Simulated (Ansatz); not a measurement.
SiCl, doublet: from triple and quadruple zeta to the limit

```yaml
atoms:
  - { symbol: Si, position_ang: [-0.5698, -0.3422, -0.3461] }
  - { symbol: Cl, position_ang: [-0.0813, 1.6264, 0.1374] }
```

Ansatz 0.2.0, UHF determinant, valence electrons correlated. Energies in eV.

```tsv
set	X	functions	Hartree–Fock	MP2 correlation	CCSD(T) correlation	time
def2-TZVPP	3	84	-20366.1031	-7.1280	-8.3263	2.5 s on 1 × NVIDIA H100 80GB HBM3 with 1 thread of AMD EPYC 7R13 Processor (Zen 3), on a shared host
def2-QZVPP	4	140	-20366.6797	-7.8382	-9.0248	5.5 s on 1 × NVIDIA H100 80GB HBM3 with 1 thread of AMD EPYC 7R13 Processor (Zen 3) (shared host)
```

Hartree–Fock is taken to follow E(X) = E∞ + A·exp(−7.88·√X), correlation E(X) = E∞ + B·X^−2.97.

Q: Work out the CCSD(T) energy at the limit, and how far the shortcut misses it that extrapolates MP2 and adds CCSD(T) minus MP2 from the smaller set.

A: Hartree–Fock: E∞ = E4 + 0.1377·(E4 − E3) = -20366.7591. Correlation: E∞ = E4 + 0.7407·(E4 − E3) = -9.5421 for CCSD(T) and -8.3642 for MP2. The limit is -20376.3012 eV, 0.597 eV below def2-QZVPP. The shortcut gives a correlation energy of -8.3642 + (-1.1983) = -9.5625, 20 meV lower than the direct value.

Past Ne part of the Hartree–Fock step between the two sets comes from the cores, which don't follow the formula, so the 79 meV that it adds to the total can overshoot; that part largely cancels in differences.
